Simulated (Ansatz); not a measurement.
# N4: the cost of one run

Computed with Ansatz 0.2.0 (the levels named in each step, unless a step's input says otherwise).

## Step 1: The structure to begin with

Bond lengths: N1–N2 1.081 Å, N3–N4 1.081 Å.

As a file:

```xyz
4

N   -31.5360   37.9359   72.8331
N   -31.0282   37.6480   71.9227
N    31.2474  -37.8697  -71.8441
N    31.3168  -37.7142  -72.9117
```

## Step 2: A rough first relaxation, PBE-D4/def2-SVP

This run stands in another session on the same molecule. It ended at:

```xyz
4

N   -31.5446   37.9412   72.8489
N   -31.0208   37.6443   71.9097
N    31.2469  -37.8729  -71.8285
N    31.3185  -37.7125  -72.9302
```

## Step 3: Relaxation, HF/STO-3G

Input file input.yaml:

```yaml
crystal:
  periodic: [false, false, false]
  atoms:
    - { symbol: "N", position_ang: [-31.54463845, 37.94121187, 72.84894932] }
    - { symbol: "N", position_ang: [-31.020846, 37.64425057, 71.90971974] }
    - { symbol: "N", position_ang: [31.24693465, -37.87294562, -71.82846526] }
    - { symbol: "N", position_ang: [31.31853981, -37.71251681, -72.9302038] }
magnetization:
  spin_polarized: true
  initial_magnetization: 1
total_charge: 1
basis:
  gaussian: { orbitals: STO-3G }
hamiltonian:
  xc: hf
relax:
  f_tol: 0.002
  max_steps: 150
```

Started as:

```sh
> ansatz run input.yaml --threads 2 --pin off --max-ram 5120MiB --backend cpu --events-out ev --progress --plain --runs-dir out
```

What time and memory should one allow on 2 threads of AMD EPYC 9R14 (Zen 4), shared host?

About 1.3 s, with a peak of 0.083 GiB.
